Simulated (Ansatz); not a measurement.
Input file for Ansatz (a program for electronic structure): R-wB97X-V/def2-TZVPPD on H2O (SMILES O). Files ending in .json are basis or fitting sets from the Basis Set Exchange.

Ansatz 0.2 input:
```yaml
crystal:
  periodic: [false, false, false]
  atoms:
    - {symbol: O, position_ang: [0.00000000, 0.00000000, -0.06555155]}
    - {symbol: H, position_ang: [0.00000000, -0.75670946, 0.52017534]}
    - {symbol: H, position_ang: [0.00000000, 0.75670946, 0.52017534]}
basis:
  gaussian:
    orbitals: def2-TZVPPD.json
hamiltonian:
  xc: {name: wB97X-V}
scf: {lower_state_search: off}
```

The head of its log:

```
WARN ansatz: RAYON_NUM_THREADS=1 ignored (pool sized by the plan → 1); use --threads N
Functional definition: wB97X-V
these checks for a lower state are left out or cut short: stability, starts, cluster_reference, orbital_swaps, neighbouring_geometries, increment
integrals: 0.01 GiB planned
302 factors; their error is unknown
integrals: 0.04 GiB planned
104 factors; integrals over basis functions are off by at most 2.9e-5 eV
mean field: 0.16 GiB planned
mean field evaluation 1: about -2076.8856 eV, gradient 4.4e1 eV
mean field evaluation 2: about -2076.4121 eV, gradient 4.8e1 eV
```

Problem. Give the final energy of this run.

Solution. -76.4371 hartree.
